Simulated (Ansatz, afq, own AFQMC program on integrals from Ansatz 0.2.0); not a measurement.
Integrals from Ansatz 0.2.0, then the random walk in our own AFQMC program (afq).

```yaml
crystal:
  periodic: [false, false, false]
  atoms:
    - {symbol: Sb, position_ang: [0.000000, 0.000000, 0.000000]}
basis:
  gaussian: {orbitals: def2-TZVPP}
magnetization: {spin_polarized: true, initial_magnetization: 3}
correlation: {method: ccsd_t, electrons: outside_noble_gas, hamiltonian_folder: ham}
```

```sh
$ ansatz run in.yaml --threads 1 --pin off --events-out ev --progress --plain --max-ram 24576MiB --backend cuda --devices 0, --max-vram 18GiB
```

afq runs on the folder ham with

```
--method free --trial cisd --walkers 4000 --time-step 0.03 --max-blocks 4000 --target-error 0.00017 --factor-cut 1e-05 --seed 1308 --times 0,0.3,0.6,1.2,1.8,2.4,3.6,4.8,6 --taylor-order 8
```

Times are imaginary, in 1/Eh. The walk had a cap of 62 s. Filled inner d shells are frozen with the cores. Core potentials past Kr, no spin–orbit coupling.

afq prints:

```
orbitals 41  electrons 4 1  factors 303 of 315
reference energy -239.27727291 Eh
CCSD correlation -0.07298372 Eh in 8 cycles, weight of the determinant in the CISD state 0.9469
repeat  energy at the last time / Eh  error
    10  -239.353327  0.000026
    20  -239.353301  0.000021
    30  -239.353314  0.000018
time / (1/Eh)  energy / Eh  error  mean overlap
  0.00  -239.350257  0.000002  1.0561
  0.30  -239.351725  0.000007  1.0557
  0.60  -239.352428  0.000007  1.0548
  1.20  -239.352985  0.000009  1.0553
  1.80  -239.353160  0.000014  1.0577
  2.40  -239.353232  0.000012  1.0604
  3.60  -239.353304  0.000014  1.0613
  4.80  -239.353298  0.000018  1.0649
  6.00  -239.353316  0.000017  1.0671
energy -239.353316 +/- 0.000017 Eh
```

The run passed its tests (error under three times the target), which doesn't prove that it has relaxed.

Against this walk (error 0.5 meV) on the same determinant: CCSD(T) 17.1 meV higher, CCSDT(Q) 0.6 meV higher (within the noise), CCSDTQ 0.4 meV higher (within the noise), full CI 0.3 meV higher (within the noise). The error is statistical, and a free projection of finite length keeps a remainder of its start.

Cautions: remainder of the start not in the error; no spin-orbit coupling; inner d shell frozen.

The walk took 28 s on 1 × NVIDIA H100 80GB HBM3 with 2 threads of AMD EPYC 7R13 Processor (Zen 3), on a shared host (the card was shared). The log's last line is the free-projection energy.

CCSDT and higher add their correlation energy to the determinant of the CCSD(T) run, since their own runs factorise the integrals more tightly (a shift of under 2 meV). A walk keeps the symmetry of its determinant, which the program's search chose and which needn't be the lowest solution, so a lower state of the same spin and another symmetry isn't excluded.
